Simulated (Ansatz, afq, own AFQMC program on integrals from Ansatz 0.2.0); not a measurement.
AFQMC on a folder of integrals that Ansatz 0.2.0 wrote.

```yaml
crystal:
  periodic: [false, false, false]
  atoms:
    - {symbol: C, position_ang: [0.000000, 0.000000, 0.000000]}
    - {symbol: H, position_ang: [0.000000, 0.000000, 1.122532]}
basis:
  gaussian: {orbitals: cc-pVQZ}
magnetization: {spin_polarized: false, initial_magnetization: 1}
correlation: {method: ccsd_t, electrons: outside_noble_gas, hamiltonian_folder: ham}
```

```sh
$ ansatz run in.yaml --threads 1 --pin off --events-out ev --progress --plain --max-ram 16896MiB --backend cuda --devices 0, --max-vram 18GiB
```

afq runs on the folder ham with

```
--method free --trial cisd --walkers 1000 --time-step 0.03 --max-blocks 4000 --target-error 0.00028 --factor-cut 1e-05 --seed 9063 --times 0,0.3,0.6,1.2,1.8,2.4,3.6,4.8,6 --taylor-order 8
```

Times are imaginary, in 1/Eh. The walk had a cap of 112 s.

afq prints:

```
orbitals 84  electrons 3 2  factors 498 of 498
reference energy -38.27914652 Eh
CCSD correlation -0.13581636 Eh in 10 cycles, weight of the determinant in the CISD state 0.9317
repeat  energy at the last time / Eh  error
    10  -38.419140  0.000254
    20  -38.419272  0.000183
    30  -38.419371  0.000140
time / (1/Eh)  energy / Eh  error  mean overlap
  0.00  -38.414973  0.000015  1.0734
  0.30  -38.418019  0.000037  1.0700
  0.60  -38.418769  0.000042  1.0694
  1.20  -38.419264  0.000041  1.0669
  1.80  -38.419400  0.000047  1.0608
  2.40  -38.419489  0.000069  1.0586
  3.60  -38.419541  0.000081  1.0401
  4.80  -38.419415  0.000115  1.0466
  6.00  -38.419355  0.000136  1.0460
energy -38.419355 +/- 0.000136 Eh
```

The run passed its tests (error under three times the target), which doesn't prove that it has relaxed.

Against this walk (error 3.7 meV) on the same determinant: CCSD(T) 15.8 meV higher, CCSDT(Q) 3.5 meV lower (within the noise). The error is statistical, and a free projection of finite length keeps a remainder of its start.

Cautions: remainder of the start not in the error; higher spins were not checked; a spin-contaminated unrestricted determinant lies lower (UHF 217 meV lower, ⟨S²⟩ 1.10).

The walk took 59 s on 1 × NVIDIA H100 80GB HBM3 with 2 threads of AMD EPYC 7R13 Processor (Zen 3), on a shared host (the card was shared). The log's last line is the free-projection energy.

CCSDT and higher add their correlation energy to the determinant of the CCSD(T) run, since their own runs factorise the integrals more tightly (a shift of under 2 meV). A walk keeps the symmetry of its determinant, which the program's search chose and which needn't be the lowest solution, so a lower state of the same spin and another symmetry isn't excluded.
